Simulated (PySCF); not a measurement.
## CO: input and log

State: ¹Σ⁺ (singlet), closed shell.

An equivalent input (the run itself took its basis sets from the Basis Set Exchange, started from a PBE0 density and held the occupation σ 5α 5β, πx 1α 1β, πy 1α 1β):

```python
from pyscf import gto, dft
mol = gto.M(atom='C 0 0 0; O 0 0 1.125', basis={'C': 'def2-TZVPP', 'O': 'def2-TZVPP'},
            charge=0, spin=0, verbose=4, symmetry='C2v')
mf = dft.UKS(mol, xc='R2SCAN')
mf.grids.atom_grid = (80, 434)
mf.grids.prune = dft.gen_grid.treutler_prune
mf.irrep_nelec = {'A1': (5, 5), 'B1': (1, 1), 'B2': (1, 1)}
mf.conv_tol = 1e-9
mf.max_cycle = 60
mf.diis_space = 10
mf.kernel()
```

The log (some set-up lines and the per-cycle HOMO/LUMO lines removed):

```
******** <class 'pyscf.dft.uks_symm.SymAdaptedUKS'> ********
method = SymAdaptedUKS
damping factor = 0
level_shift factor = 0
DIIS = <class 'pyscf.scf.diis.CDIIS'>
diis_start_cycle = 1
diis_space = 10
diis_damp = 0
SCF conv_tol = 1e-09
SCF conv_tol_grad = None
SCF max_cycles = 60
number electrons alpha = 7  beta = 7
Set gradient conv threshold to 3.16228e-05
init E= -113.298157674495
cycle= 1 E= -113.298557117802  delta_E= -0.000399  |g|= 0.00377  |ddm|= 0.0493
cycle= 2 E= -113.298551107252  delta_E= 6.01e-06  |g|= 0.00539  |ddm|= 0.00596
cycle= 3 E= -113.298561222212  delta_E= -1.01e-05  |g|= 0.00277  |ddm|= 0.00352
cycle= 4 E= -113.298563680827  delta_E= -2.46e-06  |g|= 0.000172  |ddm|= 0.00104
cycle= 5 E= -113.298563691651  delta_E= -1.08e-08  |g|= 3.22e-05  |ddm|= 0.000126
cycle= 6 E= -113.298563692002  delta_E= -3.51e-10  |g|= 7.35e-06  |ddm|= 1.78e-05
Extra cycle  E= -113.298563691872  delta_E= 1.29e-10  |g|= 2.02e-05  |ddm|= 1.11e-05
converged SCF energy = -113.298563691872  <S^2> = -7.9936058e-15  2S+1 = 1
```

Repeating this along the bond gives Re = 1.127 Å and ωe = 2195 cm⁻¹.

A point of this curve took 1 CPU seconds beside 0.094 for the integrals, on Arm Neoverse V1 (shared host).
